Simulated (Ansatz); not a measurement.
A made-up structure of LiMgSiH₃, singlet:

| atom | x (Å) | y (Å) | z (Å) |
| --- | --- | --- | --- |
| Li1 | -2.8683 | -0.5806 | 0.3683 |
| Si2 | -0.6144 | -0.1782 | -0.4677 |
| Mg3 | 1.4407 | 0.4009 | 0.9278 |
| H4 | 2.5290 | -0.9198 | 1.0999 |
| H5 | -0.6072 | 0.9225 | -1.5060 |
| H6 | 2.7674 | 0.7879 | 1.9604 |

It is relaxed with PBE-D4/def2-SVP and then PBE0-D4/def2-TZVP (Ansatz 0.2.0). Atoms count as bonded within 1.22 times the sum of their covalent radii (H–H: 0.88 Å). The end point is not checked to be a true minimum.

**Question.** Does its bonding change? (Judge from chemistry; the calculation decides.)

**Answer.** By the calculation: Yes. Formed: Si2–H4; broken: Mg3–H4.

Where it ends: The first stage lowers the energy by 3.18 eV in 21 steps. It ends as LiMgSiH₃ ([Li][SiH2][MgH]):
```
atom    x (Å)    y (Å)    z (Å)
 Li1  -2.4217  -0.6227   0.5533
 Si2  -0.0902  -0.2867  -0.0701
 Mg3   1.7094   0.8424   1.3419
  H4   0.5742  -1.5957  -0.4362
  H5   0.0216   0.4709  -1.3751
  H6   2.8537   1.6245   2.3689
```

Labels in which every atom is bracketed show which atoms are joined, not bond orders.

For scale, one of the runs: PBE0-D4/def2-TZVP relaxation, 101 basis functions, launched by `ansatz run in.yaml --threads 2 --pin off --events-out ev --progress --plain --max-ram 4352MiB`. The run took about 6 s on 2 CPU threads of an Arm Neoverse V2 (shared host).
